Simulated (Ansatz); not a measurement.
The input, for Ansatz 0.2.0:

```yaml
crystal:
  periodic: [false, false, false]
  atoms:
    - {symbol: Cl, position_ang: [0.000000, 0.000000, 1.987400]}
    - {symbol: Ga, position_ang: [0.000000, 0.000000, -0.114300]}
    - {symbol: N, position_ang: [0.000000, 0.000000, -1.873100]}
basis:
  gaussian: {orbitals: cc-pVDZ, fitting: {mean_field: def2-universal-jkfit}}
magnetization: {spin_polarized: false, initial_magnetization: 1}
hamiltonian: {xc: hf}
output: {orbitals: {seedname: orbitals}}
```

```sh
$ ansatz run in.yaml --threads 1 --pin off --events-out ev --progress --plain --max-ram 2393MiB
```

Roughly how long does this take on 1 thread of Arm Neoverse V2, shared host, and how much host memory?

0.72 s wall and 0.18 GiB.

```
471 factors; integrals over basis functions are off by at most 5.7e-2 eV
mean field evaluation 1: about -66314.8607 eV, gradient 2.6e1 eV
mean field evaluation 2: about -66314.0154 eV, gradient 2.8e1 eV
mean field evaluation 4: about -66316.8488 eV, gradient 1.7e0 eV
mean field evaluation 8: about -66316.8778 eV, gradient 1.1e-5 eV
mean field evaluation 16: about -66314.4687 eV, gradient 3.4e0 eV
mean field -66316.87777769 eV, -2437.1003071358 hartree, gradient 1.1e-5 eV, S^2 0.750000; 0 other end points of the search recorded, 0 dependent functions left out
reference -66316.87777769 eV, -2437.1003071358 hartree; 28, 27 occupied and 31, 32 virtual orbitals, 471 factors
Total energy: -66316.87777769 eV, -2437.1003071358 hartree
```
